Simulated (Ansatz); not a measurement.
`FC1=CCC1Cl` + H₂ → `ClC1C=CC1` + H–F at 700 K and 1 bar (hydrogenolysis of a C–F bond).

Computed with Ansatz on PBE0-D4/def2-TZVP structures; ΔE is electronic, products minus reactants. CCSD(T)/CBS adds triple-zeta CCSD(T) − MP2 to the extrapolated MP2 energy (def2 sets, frozen cores). This one scheme is used for every species.

```json
{"species": "`FC1=CCC1Cl`", "CCSD(T)/CBS energy (Eh)": "-714.12408", "H − E (kJ/mol)": "253.4", "S (J/(mol·K))": "421.5"}
{"species": "H₂", "CCSD(T)/CBS energy (Eh)": "-1.17544", "H − E (kJ/mol)": "46.8", "S (J/(mol·K))": "155.3"}
{"species": "`ClC1C=CC1`", "CCSD(T)/CBS energy (Eh)": "-614.93973", "H − E (kJ/mol)": "266.8", "S (J/(mol·K))": "394.3"}
{"species": "H–F", "CCSD(T)/CBS energy (Eh)": "-100.39570", "H − E (kJ/mol)": "45.2", "S (J/(mol·K))": "198.5"}
```

H − E and S are ideal-gas, rigid-rotor, harmonic terms from PBE0-D4/def2-TZVP, for one conformer and one mirror image of each species. The MP2-based limit puts H₂ 0.8 mEh under its directly extrapolated value; such offsets cancel only in part. 1 Eh = 2625.50 kJ/mol, R = 8.31446 J/(mol·K).

By hand: ΔE, ΔH, ΔS and ΔG.

ΔE = (-614.93973) + (-100.39570) − (-714.12408) − (-1.17544) = -0.03591 Eh = -94.3 kJ/mol. Δ(H − E) = 266.8 + 45.2 − 253.4 − 46.8 = 11.8, so ΔH = -82.5 kJ/mol. ΔS = 394.3 + 198.5 − 421.5 − 155.3 = 16.0 J/(mol·K). ΔG = -82.5 − 700 × (16.0)/1000 = -93.7 kJ/mol.

By hand: the equilibrium constant, and the temperature at which ΔG would vanish if ΔH and ΔS stayed fixed.

log₁₀ K = −ΔG/(RT ln 10) = 7.0. ΔH and −TΔS have one sign here, so there is no such temperature.

ΔH outweighs TΔS. A doubt of 5 kJ/mol in ΔE shifts log₁₀ K by 0.4 here. Other conformers and mirror images would add mixing entropy, several J/(mol·K) or more a flexible species. These are equilibria of isolated gas molecules and say nothing of rates. Largest T1 diagnostic: 0.011 (customary marks: 0.02 for closed shells, 0.045 for open ones).
